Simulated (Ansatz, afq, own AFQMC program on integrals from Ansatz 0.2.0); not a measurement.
Breaking Si2–I4 in SiI₃F, singlet

```xyz
5

F    -0.6920   -0.0239    1.5679
Si   -0.0351   -0.0153    0.0930
I     1.7306   -1.6760    0.0782
I    -1.7906   -0.5709   -1.4834
I     0.8370    2.2125   -0.2971
```

Products: SiI2F (doublet; F–Si(–I)–I) and I (doublet), each relaxed with PBE0/def2-SVP like the molecule; electronic energies without zero-point terms. Determinants: RHF, UHF and UHF in that order.

Basis def2-SVP with its core potentials. Noble-gas cores (and the filled d shells of Ga–Kr and In–Xe) are frozen. Integrals, coupled cluster, full CI and functionals: Ansatz 0.2.0; the random walks run on the same integrals in our own AFQMC program. The CISD trial takes its coefficients from CCSD amplitudes. Released means that phaseless walkers are propagated on without the constraint, phases kept. Error bars are statistical, one sigma. No spin–orbit coupling. The errors of all members are added in quadrature.

No full CI on the walks' own integrals is used here. The released AFQMC energy serves as the reference, which it does only where one determinant dominates, the energy is flat over the last release times and near the phaseless one (40 meV or 2 meV an electron, half that with transition metals). On small molecules, where full CI could be run and the noise was under 10 meV, such values lay within 10 meV of it in 19 cases of 20, a flattering rate, since the rule was set on those same cases; what remains of the bias isn't in the error bar. Each member takes its own surest rung, up to full CI.

Errors are counted within def2-SVP, not against nature.

Cautions: inner d shell frozen; no spin-orbit coupling; SiI₃F (singlet): the released value is read at 0.90 1/Eh with a noise of 11 meV, more than in the cases checked (meV from the phaseless value at times in 1/Eh: -2 ± 7 at 0.21, -1 ± 8 at 0.42, -5 ± 11 at 0.63, 5 ± 11 at 0.90); SiI₂F (doublet): the released value is read at 0.90 1/Eh (meV from the phaseless value at times in 1/Eh: -3 ± 8 at 0.21, -4 ± 9 at 0.42, 3 ± 7 at 0.63, 3 ± 7 at 0.90).

```tsv
level	bond energy (kcal/mol)
CCSD	65.0
MP2	70.6
```

(1) From these cheaper values, estimate the bond energy at the reference level in def2-SVP.

(1) 66.5 ± 0.3 kcal/mol (AFQMC with the constraint released in def2-SVP).

```json
{"level": "HF", "bond energy (kcal/mol)": "47.8", "error against released AFQMC (kcal/mol)": "-18.6 ± 0.3"}
{"level": "CCSD(T)", "bond energy (kcal/mol)": "66.5", "error against released AFQMC (kcal/mol)": "0.1 ± 0.3"}
{"level": "ph-AFQMC/CISD", "bond energy (kcal/mol)": "66.5 ± 0.3", "error against released AFQMC (kcal/mol)": "0.1 ± 0.4"}
```

Correlation beyond CCSD(T) changes it by less than twice the noise. The perturbative (T) step is worth +1.6 kcal/mol.

Released energies are given only where the last usable release times agree within the noise; a slower fall can still hide under it.
